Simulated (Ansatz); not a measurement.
# CCl: the cost of one run

Computed with Ansatz 0.2.0, driven from Python. Level of theory: PBE/cc-pVDZ.

## 1. Starting point

Bond lengths: C1–Cl2 1.680 Å.

The script holds or builds the structure itself.

## 2. Script

Input file run_scan.py:

```python
# -*- coding: utf-8 -*-
"""Potential curve of CCl along one bond."""

import logging
import sys

import ansatz as az
import numpy as np

logging.basicConfig(stream=sys.stdout, format="[%(levelname)s] %(message)s")
logger = logging.getLogger("run")
logger.setLevel(logging.INFO)

GEOMETRY = """
C     0.00000    0.00000    0.00000
Cl    0.00000    0.00000    1.68000
"""


def main():
    ccl = az.Crystal.molecule()
    for line in GEOMETRY.strip().splitlines():
        symbol, *xyz = line.split()
        ccl = ccl.atom(symbol, [float(v) for v in xyz])

    symbols = [site.symbol for site in ccl.cartesian_sites]
    start = np.array([site.position_ang for site in ccl.cartesian_sites])
    axis = (start[1] - start[0]) / np.linalg.norm(start[1] - start[0])
    moving = [1]
    lengths, energies = [1.43, 1.55, 1.68, 1.85, 2.1, 2.52, 3.02, 3.7], []
    for length in lengths:
        xyz = start.copy()
        xyz[moving] += (length - np.linalg.norm(start[1] - start[0])) * axis
        point = az.Crystal.molecule()
        for symbol, place in zip(symbols, xyz):
            point = point.atom(symbol, place.tolist())
        setup = point.calculation().basis(gaussian="cc-pVDZ").functional("pbe").spin("collinear", total=1)
        rep = setup.run(threads=1).report
        energies.append(rep["free_energy_ev"])
        logger.info(f"r = {length:6.3f} A  E = {energies[-1]:.5f} eV  <S^2> = {abs(rep['mean_field']['state']['spin_squared']):.3f}")

    print("energy above the lowest point (eV):", [round(e - min(energies), 3) for e in energies])


if __name__ == "__main__":
    main()
```

## 3. The calls as engine input

The engine receives this input (first run):

```yaml
crystal:
  periodic: [false, false, false]
  atoms:
    - { symbol: C, position_ang: [0.0, 0.0, 0.0] }
    - { symbol: Cl, position_ang: [0.0, 0.0, 1.43] }
basis:
  gaussian:
    orbitals: cc-pVDZ
hamiltonian:
  xc: pbe
magnetization:
  spin_polarized: true
  initial_magnetization: 1.0
```

## 4. Launch

Run with:

```sh
$ python run_scan.py
```

**Question.** How long does this script take on 1 thread of Arm Neoverse V1, shared host, and how much memory does it need?

About 17 s, with a peak of 0.14 GiB.
